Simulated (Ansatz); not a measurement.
## Two structures, one formula

Two relaxed structures of C$_{2}$H$_{7}$Si (charge -1), closed shell (PBE0-D4/def2-TZVPD; forces vanish, vibrations not checked).

A:

```xyz
10
angstrom
C -1.6060 0.3882 -0.5821
Si 0.1268 0.5677 -0.2638
C 0.9090 -0.8540 0.7428
H -1.9771 -0.4266 -1.2066
H -2.2247 1.2842 -0.6356
H 0.4088 1.8370 0.5130
H 1.1899 0.6605 -1.3825
H 0.7476 -1.8036 0.2190
H 0.4355 -0.9355 1.7260
H 1.9903 -0.7178 0.8698
```

B:

```csv
atom,x (Å),y (Å),z (Å)
C1,0.1654,0.4634,-0.0560
Si2,-1.7899,0.2807,-0.1394
C3,0.8300,-0.7305,0.6160
H4,-1.8284,-0.7249,-1.3162
H5,-2.0520,1.5099,-1.0397
H6,0.3855,1.3735,0.5188
H7,0.5975,0.6141,-1.0533
H8,0.6451,-1.6484,0.0456
H9,0.4090,-0.8954,1.6149
H10,1.9201,-0.6264,0.7237
```

Ansatz 0.2.0; basis: def2-TZVPPD; cores frozen in the correlated methods. B3LYP uses VWN-RPA correlation.

Which structure is lower at CCSD(T), and by how much? (An estimate is asked for; the value comes from the calculation.)

The calculation gives: B, by 0.151 eV (electronic energy, against the other). By their contacts, A is C₂H₇Si ([CH2][SiH2][CH3]), total charge -1 and B is C₂H₇Si ([CH3][CH2][SiH2]), total charge -1.

All methods give the same order:

```
   method  E(B) − E(A) (eV)
   PBE-D4            -0.181
r2SCAN-D4            -0.090
  PBE0-D4            -0.197
 B3LYP-D4            -0.138
  wB97M-V            -0.129
       HF            -0.175
      MP2            -0.020
     CCSD            -0.168
  CCSD(T)            -0.151
```

T1 diagnostic: at most 0.013.

Labels in which every atom is bracketed show which atoms are joined, not bond orders.

For scale, one of the runs: CCSD(T)/def2-TZVPPD, 241 basis functions, launched by `ansatz run in.yaml --threads 2 --pin off --events-out ev --progress --plain --max-ram 4352MiB`. Hardware: 2 CPU threads of an Intel Xeon Platinum 8259CL, shared host. Wall time 6.5 min; peak host memory 1.9 GiB.
